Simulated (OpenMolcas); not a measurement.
# PH2 (SMILES [PH2]): a chain of runs

Wanted: a single-point energy (UHF/3-21G), then the energy (CASSCF(3,3)/3-21G), then the energy (CASPT2(3,3)/3-21G), then a single-point energy (SC-NEVPT2(3,3)/3-21G), then a single-point energy (MRCI(3,3)/3-21G) of PH2. 

Program for the calculation: OpenMolcas 26.06.

## (1) Starting point

PH2: 3 atoms, total charge 0, spin state doublet. As SMILES, `[PH2]`. The P1–H3 distance was set to 2.436 Å, away from the relaxed value. At this shape a bond of the SMILES string is far longer than usual.

Bond lengths: P1–H2 1.392 Å.

## (2) A single-point energy at UHF/3-21G (run 1)

Contents of step1.inp:

```
* H2P Hartree-Fock
&GATEWAY
BasLib=$CurrDir
BasisSet
P.3-21G....
P1 1.369805 0.013652 0.761014 angstrom
End of Basis
BasisSet
H.3-21G....
H2 0.966845 1.343762 0.680754 angstrom
H3 -0.625980 -0.724620 -0.425100 angstrom
End of Basis
&SEWARD
&SCF
UHF
Spin=2
Scramble=0.25
PrOrbitals=1 1
```

The basis set 3-21G is read from a file made from the Basis Set Exchange's data (not shown).

The run is started by

```bash
$ export MOLCAS_MEM=1860
$ pymolcas step1.inp > step1.log
```

Output, shortened:

```text
--- Start Module: gateway ---
[...]
--- Stop Module: gateway /rc=_RC_ALL_IS_WELL_ ---
--- Start Module: seward ---
[...]
      Basis functions           17
--- Stop Module: seward /rc=_RC_ALL_IS_WELL_ ---
--- Start Module: scf ---
[...]
       Convergence after  34 Iterations
[...]
::    Total SCF energy                               -340.0332498702
[...]
      Total spin, S                                     0.8261430812
[...]
      Total electronic charge=   17.000000
      Total            charge=   -0.000000
[...]
      Dipole Moment (debye):
      Origin of the operator (angstrom)=    1.2965    0.0317    0.7223
                   X= -1.7316E-01               Y=  8.8711E-01               Z= -5.1461E-04           Total=  9.0385E-01
      Quadrupole Moment (debye*angstrom):
[...]
--- Stop Module: scf /rc=_RC_ALL_IS_WELL_ ---
[...]
```

It took 2.4 s on 1 thread of Arm Neoverse V1, shared host; peak memory 0.37 GiB.

## (3) The energy at CASSCF(3,3)/3-21G (run 2)

Contents of step2.inp:

```
>>> EXPORT MOLCAS_PRINT=2

&GATEWAY
  BasLib
  $CurrDir
  BasisSet
  P.3-21G....
  P1 1.369805 0.013652 0.761014 angstrom
  End of Basis
  BasisSet
  H.3-21G....
  H2 0.966845 1.343762 0.680754 angstrom
  H3 -0.625980 -0.724620 -0.425100 angstrom
  End of Basis

&SEWARD

&RASSCF
  FileOrb
  $CurrDir/step1.UnaOrb
  Spin
  2
  Nactel
  3 0 0
  Inactive
  7
  Ras2
  3
  OrbListing
  Nothing
  OrbAppear
  Compact
```

The basis set 3-21G is read from a file made from the Basis Set Exchange's data (not shown).

The run is started by

```bash
$ export MOLCAS_MEM=1860
$ pymolcas step2.inp > step2.log
```

Output, shortened:

```text
--- Start Module: gateway ---
[...]
--- Stop Module: gateway /rc=_RC_ALL_IS_WELL_ ---
--- Start Module: seward ---
[...]
      Basis functions           17
--- Stop Module: seward /rc=_RC_ALL_IS_WELL_ ---
--- Start Module: rasscf ---
[...]
      Number of active orbitals                  3
[...]
      Spin quantum number                      0.5
[...]
      Active orbitals                            3
[...]
      Number of CSFs                             8
[...]
      Number of root(s) required                 1
[...]
      Convergence after  9 iterations
[...]
      printout of CI-coefficients larger than  0.05 for root  1
      energy=    -340.068693
      conf/sym  111     Coeff  Weight
             1  2u0  -0.89951 0.80912
             4  udu   0.18468 0.03411
             6  uud   0.10663 0.01137
             8  0u2  -0.38132 0.14540
      Natural orbitals and occupation numbers for root  1
      sym 1:   1.663719   1.000000   0.336281
      ************************************************************************************************************************
      *                                                    Final results                                                     *
[...]
::    RASSCF root number  1 Total energy:   -340.06869287
[...]
      Total electronic charge=   17.000000
      Total            charge=   -0.000000
[...]
      Dipole Moment (debye):
      Origin of the operator (angstrom)=    1.2965    0.0317    0.7223
                   X= -1.9793E-01               Y=  8.7910E-01               Z= -1.5122E-02           Total=  9.0123E-01
      Quadrupole Moment (debye*angstrom):
[...]
--- Stop Module: rasscf /rc=_RC_ALL_IS_WELL_ ---
[...]
```

Wall time 1.8 s (1 thread of Arm Neoverse V1, shared host); peak memory 0.37 GiB.

## (4) A single-point energy at CASPT2(3,3)/3-21G (run 3)

Contents of step3.input:

```
>>> EXPORT MOLCAS_PRINT=2
&GATEWAY
BasLib = $CurrDir
BasisSet
P.3-21G....
P1 1.369805 0.013652 0.761014 angstrom
End of Basis
BasisSet
H.3-21G....
H2 0.966845 1.343762 0.680754 angstrom
H3 -0.625980 -0.724620 -0.425100 angstrom
End of Basis
&SEWARD
&RASSCF
FileOrb = $CurrDir/step2.RasOrb
Spin = 2
Nactel = 3 0 0
Inactive = 7
Ras2 = 3
OrbListing = Nothing
OrbAppear = Compact
&CASPT2
Imaginary = 0.1
Frozen = 5
```

The basis set 3-21G is read from a file made from the Basis Set Exchange's data (not shown).

The run is started by

```bash
$ export MOLCAS_MEM=1860
$ pymolcas step3.input > step3.log
```

Output, shortened:

```text
--- Start Module: gateway ---
[...]
--- Stop Module: gateway /rc=_RC_ALL_IS_WELL_ ---
[...]
      Basis functions           17
[...]
--- Start Module: rasscf ---
[...]
      Number of active orbitals                  3
[...]
      Spin quantum number                      0.5
[...]
      Active orbitals                            3
[...]
      Number of CSFs                             8
[...]
      Number of root(s) required                 1
[...]
      Convergence after  4 iterations
[...]
      printout of CI-coefficients larger than  0.05 for root  1
      energy=    -340.068693
      conf/sym  111     Coeff  Weight
             1  2u0  -0.89951 0.80912
             4  udu   0.18468 0.03411
             6  uud   0.10663 0.01137
             8  0u2  -0.38132 0.14540
      Natural orbitals and occupation numbers for root  1
      sym 1:   1.663719   1.000000   0.336281
      ************************************************************************************************************************
      *                                                    Final results                                                     *
[...]
::    RASSCF root number  1 Total energy:   -340.06869287
[...]
      Total electronic charge=   17.000000
      Total            charge=   -0.000000
[...]
      Dipole Moment (debye):
      Origin of the operator (angstrom)=    1.2965    0.0317    0.7223
                   X= -1.9793E-01               Y=  8.7910E-01               Z= -1.5122E-02           Total=  9.0123E-01
      Quadrupole Moment (debye*angstrom):
[...]
--- Stop Module: rasscf /rc=_RC_ALL_IS_WELL_ ---
--- Start Module: caspt2 ---
[...]
 ###    WARNING: User changed nr of frozen orbitals.                         ###
 ###############################################################################
[...]
      E2 (Variational):          -0.0348929118
      Total energy:            -340.1035857780
[...]
      Reference weight:           0.98248
[...]
::    CASPT2 Root  1     Total energy:   -340.10358578
[...]
--- Stop Module: caspt2 /rc=_RC_ALL_IS_WELL_ ---
[...]
```

It took 1.9 s on 1 thread of Arm Neoverse V1, shared host; peak memory 0.37 GiB.

## (5) The energy at SC-NEVPT2(3,3)/3-21G (run 4)

Contents of step4.input:

```
&GATEWAY
BasLib=$CurrDir
BasisSet
P.3-21G....
P1 1.369805 0.013652 0.761014 angstrom
End of Basis
BasisSet
H.3-21G....
H2 0.966845 1.343762 0.680754 angstrom
H3 -0.625980 -0.724620 -0.425100 angstrom
End of Basis
&SEWARD
&RASSCF
FileOrb=$CurrDir/step2.RasOrb
Spin=2
Nactel=3 0 0
Inactive=7
Ras2=3
OrbListing=Nothing
OrbAppear=Compact
&CASPT2
SC-NEVPT2
Frozen=5
```

The basis set 3-21G is read from a file made from the Basis Set Exchange's data (not shown).

The run is started by

```bash
$ export MOLCAS_MEM=1860
$ pymolcas step4.input > step4.log
```

Output, shortened:

```text
--- Start Module: gateway ---
[...]
--- Stop Module: gateway /rc=_RC_ALL_IS_WELL_ ---
[...]
      Basis functions           17
[...]
--- Start Module: rasscf ---
[...]
      Number of active orbitals                  3
[...]
      Spin quantum number                      0.5
[...]
      Active orbitals                            3
[...]
      Number of CSFs                             8
[...]
      Number of root(s) required                 1
[...]
      Convergence after  4 iterations
[...]
      printout of CI-coefficients larger than  0.05 for root  1
      energy=    -340.068693
      conf/sym  111     Coeff  Weight
             1  2u0  -0.89951 0.80912
             4  udu   0.18468 0.03411
             6  uud   0.10663 0.01137
             8  0u2  -0.38132 0.14540
      Natural orbitals and occupation numbers for root  1
      sym 1:   1.663719   1.000000   0.336281
      ************************************************************************************************************************
      *                                                    Final results                                                     *
[...]
::    RASSCF root number  1 Total energy:   -340.06869287
[...]
      Total electronic charge=   17.000000
      Total            charge=   -0.000000
[...]
      Dipole Moment (debye):
      Origin of the operator (angstrom)=    1.2965    0.0317    0.7223
                   X= -1.9793E-01               Y=  8.7910E-01               Z= -1.5122E-02           Total=  9.0123E-01
      Quadrupole Moment (debye*angstrom):
[...]
--- Stop Module: rasscf /rc=_RC_ALL_IS_WELL_ ---
--- Start Module: caspt2 ---
[...]
 ###    WARNING: User changed nr of frozen orbitals.                         ###
 ###############################################################################
[...]
      E2 (Variational):          -0.0347046412
[...]
      E2 (Variational):          -0.0346702512
      Total energy:            -340.1033631174
[...]
      Reference weight:           0.98240
[...]
::    SC-NEVPT2 Root  1     Total energy:   -340.10336312
[...]
--- Stop Module: caspt2 /rc=_RC_ALL_IS_WELL_ ---
[...]
```

Run time: 1.8 s. Hardware: 1 thread of Arm Neoverse V1, shared host; peak memory 0.37 GiB.

## (6) The energy at MRCI(3,3)/3-21G (run 5)

Contents of step5.input:

```
* H2P MRCI

&GATEWAY
 BasLib
 $CurrDir
 BasisSet
 P.3-21G....
 P1 1.369805 0.013652 0.761014 angstrom
 End of Basis
 BasisSet
 H.3-21G....
 H2 0.966845 1.343762 0.680754 angstrom
 H3 -0.625980 -0.724620 -0.425100 angstrom
 End of Basis

&SEWARD

&RASSCF
 FileOrb
 $CurrDir/step2.RasOrb
 Spin
 2
 Nactel
 3 0 0
 Inactive
 7
 Ras2
 3
 OrbListing
 Nothing
 OrbAppear
 Compact

&MOTRA
 LumOrb
 Frozen
 5

&GUGA
 Electrons
 7
 Spin
 2
 Inactive
 2
 Active
 3
 CIAll
 1

&MRCI
 SDCI
```

The basis set 3-21G is read from a file made from the Basis Set Exchange's data (not shown).

The run is started by

```bash
$ export MOLCAS_MEM=1860
$ pymolcas step5.input > step5.log
```

Output, shortened:

```text
--- Start Module: gateway ---
[...]
--- Stop Module: gateway /rc=_RC_ALL_IS_WELL_ ---
[...]
      Basis functions           17
[...]
      Number of active orbitals                  3
[...]
      Spin quantum number                      0.5
[...]
      Active orbitals                            3
[...]
      Number of CSFs                             8
[...]
      Number of root(s) required                 1
[...]
      Convergence after  4 iterations
[...]
      printout of CI-coefficients larger than  0.05 for root  1
      energy=    -340.068693
      conf/sym  111     Coeff  Weight
             1  2u0  -0.89951 0.80912
             4  udu   0.18468 0.03411
             6  uud   0.10663 0.01137
             8  0u2  -0.38132 0.14540
      Natural orbitals and occupation numbers for root  1
      sym 1:   1.663719   1.000000   0.336281
      ************************************************************************************************************************
      *                                                    Final results                                                     *
[...]
::    RASSCF root number  1 Total energy:   -340.06869287
[...]
      Dipole Moment (debye):
      Origin of the operator (angstrom)=    1.2965    0.0317    0.7223
                   X= -1.9793E-01               Y=  8.7910E-01               Z= -1.5122E-02           Total=  9.0123E-01
      Quadrupole Moment (debye*angstrom):
[...]
      *** WARNING: Default frozen orbitals is overwritten by user input.
      *** Default values:   5
[...]
--- Start Module: guga ---
[...]
--- Stop Module: guga /rc=_RC_ALL_IS_WELL_ ---
--- Start Module: mrci ---
[...]
       (But an ACPF correction will be computed)
       USE THE DEFAULT ACPF G-VALUE GFAC=  0.28571428571428570
[...]
                      CI ENERGY:  -340.11440885
[...]
                ACPF CORRECTION:    -0.00106430
[...]
      Total electronic charge=   17.000000
      Total            charge=   -0.000000
[...]
     ACPF CORRECTION:     -0.00106430
[...]
  CI State   1     Total energy:   -340.11440885     QDav:     -0.00150403     QACPF:     -0.00106430
[...]
--- Stop Module: mrci /rc=_RC_ALL_IS_WELL_ ---
[...]
```

Run time: 2.1 s. Hardware: 1 thread of Arm Neoverse V1, shared host; peak memory 0.37 GiB.

## (7) Outcome

| quantity | value |
| --- | --- |
| run 1, UHF/3-21G: total energy | -340.03325 Eh |
| run 1, UHF/3-21G: dipole moment | 0.90 D |
| run 1, UHF/3-21G: HOMO energy (highest over α and β) | -9.86 eV |
| run 1, UHF/3-21G: LUMO energy (lowest over α and β) | 0.63 eV |
| run 1, UHF/3-21G: ⟨S²⟩ | 1.509 |
| run 2, CASSCF(3,3)/3-21G: total energy | -340.06869 Eh |
| run 2, CASSCF(3,3)/3-21G: dipole moment (CASSCF density) | 0.90 D |
| run 3, CASPT2(3,3)/3-21G: total energy | -340.10359 Eh |
| run 3, CASPT2(3,3)/3-21G: dipole moment (CASSCF density) | 0.90 D |
| run 4, SC-NEVPT2(3,3)/3-21G: total energy | -340.10336 Eh |
| run 4, SC-NEVPT2(3,3)/3-21G: dipole moment (CASSCF density) | 0.90 D |
| run 5, MRCI(3,3)/3-21G: total energy | -340.11441 Eh |
| run 5, MRCI(3,3)/3-21G: dipole moment (CASSCF density) | 0.90 D |

**Reading.** ⟨S²⟩ (run 1, UHF/3-21G) is 1.51 where a pure doublet has 0.75: the reference is spin-contaminated. The run (run 1, UHF/3-21G) may have ended on a state above the lowest. Mulliken charges (run 2, CASSCF(3,3)/3-21G) run from -0.10 on H2 to +0.11 on P1; they depend strongly on the basis. Mulliken charges (run 3, CASPT2(3,3)/3-21G) of the CASSCF density run from -0.10 on H2 to +0.11 on P1.
